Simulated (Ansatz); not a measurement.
# CHAl (singlet): from Hartree-Fock to the top rungs at angle Al1–C2–H3 = 88.8°, 6-31G

Aim: climb from Hartree-Fock through coupled cluster and multireference methods for CHAl (singlet) at one geometry and basis, and see what each rung misses.

The runs use Ansatz 0.2.0, Gaussian basis; 6-31G, core rule «outside noble gas», up to 6 orbitals frozen.

Plan: UHF; CCSD(T) on RHF; CCSD(T) on UHF; BCCD(T) on RHF; CISD; CCSDT(Q) on RHF; CCSDT(Q) on UHF; CCSDTQ on RHF; CCSDTQ on UHF; CASSCF and MRCISD+Q, 2 electrons in 2 orbitals; CASSCF and NEVPT2, 2 electrons in 2 orbitals; CASSCF and MRCISD+Q, 8 electrons in 9 orbitals; CASSCF and NEVPT4(SD), 8 electrons in 9 orbitals; CASSCF and NEVPT2, 8 electrons in 9 orbitals; Full CI.

13 further runs of the same task are left out: 10 that didn't finish, 3 set aside as unsound or not needed.

**1. The geometry**

The geometry derives from a PBE0/def2-TZVP stationary point (not a proven minimum). One angle is set to the value named; bond lengths are kept.

3 atoms, charge 0, spin multiplicity 1.

Atoms are counted from 1 here; the program's logs count them from 0.

Bond lengths: Al1–C2 1.850 Å, C2–H3 1.096 Å. Angles: Al1–C2–H3 88.8°.

Geometry (Å):

```xyz
3
charge 0, multiplicity 1
Al    0.0000    0.2563    0.5451
C     0.0000   -0.6070   -1.0917
H     0.0000    0.3728   -1.5825
```

**2. UHF**

The input, in.yaml:

```yaml
crystal:
  periodic: [false, false, false]
  atoms:
    - {symbol: Al, position_ang: [0.000000, 0.256271, 0.545084]}
    - {symbol: C, position_ang: [0.000000, -0.606986, -1.091706]}
    - {symbol: H, position_ang: [0.000000, 0.372780, -1.582498]}
basis:
  gaussian: {orbitals: 6-31G}
magnetization: {spin_polarized: true, initial_magnetization: 0}
hamiltonian: {xc: hf}
output: {orbitals: {seedname: orbitals}}
```

Started as:

```
$ ansatz run in.yaml --threads 1 --pin off --events-out ev --progress --plain --max-ram 2393MiB
```

The runs that follow: CCSD(T) on RHF; CCSD(T) on UHF; BCCD(T) on RHF; CISD; CCSDT(Q) on RHF; CCSDT(Q) on UHF; CCSDTQ on RHF; CCSDTQ on UHF; CASSCF and MRCISD+Q, 2 electrons in 2 orbitals; CASSCF and NEVPT2, 2 electrons in 2 orbitals; CASSCF and MRCISD+Q, 8 electrons in 9 orbitals; CASSCF and NEVPT4(SD), 8 electrons in 9 orbitals; CASSCF and NEVPT2, 8 electrons in 9 orbitals; Full CI.

**Question.** What will the summary of the whole plan be? Wanted: FCI below the RHF energy; RMP2 from FCI; RCCSD from FCI; RCCSD(T) from FCI; RCCSDT(Q) from FCI; NEVPT2 pair from FCI; MRCISD+Q pair from FCI; NEVPT2 valence from FCI; T1 diagnostic.

As calculated:

| quantity | value |
| --- | --- |
| FCI below the RHF energy | -4.7050 eV |
| RMP2 from FCI | +144.3 kJ/mol |
| RCCSD from FCI | +36.3 kJ/mol |
| RCCSD(T) from FCI | +3.9 kJ/mol |
| RCCSDT(Q) from FCI | -1.9 kJ/mol |
| NEVPT2 pair from FCI | +86.9 kJ/mol |
| MRCISD+Q pair from FCI | -1.2 kJ/mol |
| NEVPT2 valence from FCI | +24.2 kJ/mol |
| levels within 1 kcal/mol (43 meV) | RCCSD(T), RCCSDT, RCCSDT(Q), RCCSDTQ, MRCISD+Q pair, MRCISD valence, MRCISD+Q valence |
| T1 diagnostic | 0.100 |
| effectively unpaired electrons | 0.68 |

**Reading.** RCCSD(T) misses by +3.9 kJ/mol, 0.9 % of the correlation energy. RCCSDT(Q), MRCISD+Q pair fall below full CI, which methods that aren't variational can do. The occupations show some static correlation. Of the multireference levels listed MRCISD+Q pair comes nearest in total energy (-1.2 kJ/mol), which doesn't show that its space is the better one. Coupled cluster took another determinant than the lowest Hartree-Fock one. These misses are within one basis, not against nature.
